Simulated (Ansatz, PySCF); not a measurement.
This Ansatz (a quantum-chemistry and plane-wave program) input computes a CCSD(T)/cc-pVDZ energy:

Ansatz 0.2 input:
```yaml
crystal:
  periodic: [false, false, false]
  atoms:
    - {symbol: C, position_ang: [-0.00957936, 0.00763515, -1.26573338]}
    - {symbol: C, position_ang: [0.00126974, -0.00101203, 0.16777228]}
    - {symbol: N, position_ang: [0.00988189, -0.00787628, 1.30570700]}
    - {symbol: H, position_ang: [0.00633831, 1.04329069, -1.61633999]}
    - {symbol: H, position_ang: [0.87344293, -0.52304743, -1.63235089]}
    - {symbol: H, position_ang: [-0.91661809, -0.49088277, -1.61860927]}
    - {symbol: H, position_ang: [0.01752135, -0.01396524, 2.31511772]}
basis:
  gaussian:
    orbitals: cc-pVDZ
total_charge: 1
magnetization: {spin_polarized: false}
correlation: {method: ccsd_t, electrons: outside_noble_gas}
```

**Question.** Write an input for the same energy in PySCF and say what it gives.

**Answer.** 
```python
from pyscf import gto, scf, mp, cc as ccmod

mol = gto.M(
    atom='''
    C    -0.00957936    0.00763515   -1.26573338
    C     0.00126974   -0.00101203    0.16777228
    N     0.00988189   -0.00787628    1.30570700
    H     0.00633831    1.04329069   -1.61633999
    H     0.87344293   -0.52304743   -1.63235089
    H    -0.91661809   -0.49088277   -1.61860927
    H     0.01752135   -0.01396524    2.31511772
    ''',
    basis='cc-pvdz',
    charge=1,
    spin=0,
    verbose=4,
)

mf = scf.RHF(mol)
mf.conv_tol = 1e-10
mf.max_cycle = 100
mf.kernel()
mp2 = mp.MP2(mf, frozen=3).run()
cc = ccmod.CCSD(mf, frozen=3)
cc.max_cycle = 100
cc.kernel()
et = cc.ccsd_t()
print(f'E(CCSD(T)) = {cc.e_tot + et:.9f}')
```
It gives -132.70549 Eh, and Ansatz -132.70549 Eh, a difference of 0.00 mEh.

It need not be the lowest isomer of its formula.
